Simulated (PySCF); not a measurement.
# Where the electron goes

Compound: C₂H₂O.
Geometry (GFN2-xTB, Å), atoms numbered from 1 in this order:
```xyz
5
C2H2O angstrom
C     -0.5012    0.0153    0.1502
C      0.7305   -0.0205   -0.2268
O      1.8412   -0.0528   -0.5664
H     -1.1111   -0.8659    0.1355
H     -0.9508    0.9267    0.4904
```

Method: PySCF 2.14.0, density-fitted response routines, TDDFT CAM-B3LYP/def2-SVPD, vertical, gas phase, core orbitals frozen in the response.

Kohn–Sham orbitals with the atoms that hold most of them (Löwdin shares over 4%, at most four atoms; ? is withheld):

```
orbital  ε (eV)                           atoms
 HOMO-3  -15.44  O3 28%, C1 28%, C2 25%, H4 10%
 HOMO-2  -14.56           O3 58%, C2 32%, C1 8%
 HOMO-1  -12.98                               ?
   HOMO       ?                               ?
   LUMO    0.18   C2 38%, O3 31%, C1 17%, H4 7%
 LUMO+1    1.28   C2 40%, C1 32%, O3 10%, H4 9%
 LUMO+2    2.30  O3 27%, C2 19%, C1 18%, H5 18%
```

Give the leading atoms of the HOMO-1.

O3 (bonded to C) 40%; C1 (bonded to C and 2 H) 24%; C2 (bonded to C and O) 16%; H4 (bonded to C) 10%. By element: oxygen 40%, carbon 40%, hydrogen 10% or more.

Which atoms hold the HOMO, and with what shares?

C1 (bonded to C and 2 H) 43%; O3 (bonded to C) 24%; C2 (bonded to C and O) 24%; H4 (bonded to C) 4%. By element: carbon 67%, oxygen 24%, hydrogen 4% or more.

What is the HOMO energy, and the HOMO–LUMO gap?

ε(HOMO) = -8.61 eV; the gap is 8.80 eV (0.3233 hartree).

The HOMO–LUMO gap is 8.80 eV. Where does the response calculation put the lowest singlet, and from which orbitals?

S1 is at 3.92 eV (f = 0.0000), 4.87 eV below the gap, made of HOMO→LUMO (99%). Without the coupling terms of the response equations the lowest excitation would equal the gap.

Give energy, strength and leading configuration of S1, S2 and S7, and follow the Löwdin shares of the leading atoms from the occupied to the empty orbital.

- S1 (3.92 eV, f 0.0000), HOMO→LUMO (99%): C1 43% → 17%, O3 24% → 31%, C2 24% → 38%
- S2 (6.44 eV, f 0.029), HOMO→LUMO+1 (98%): C1 43% → 32%, O3 24% → 10%, C2 24% → 40%
- S7 (9.36 eV, f 0.0000), HOMO-2→LUMO (95%): O3 58% → 31%, C2 32% → 38%
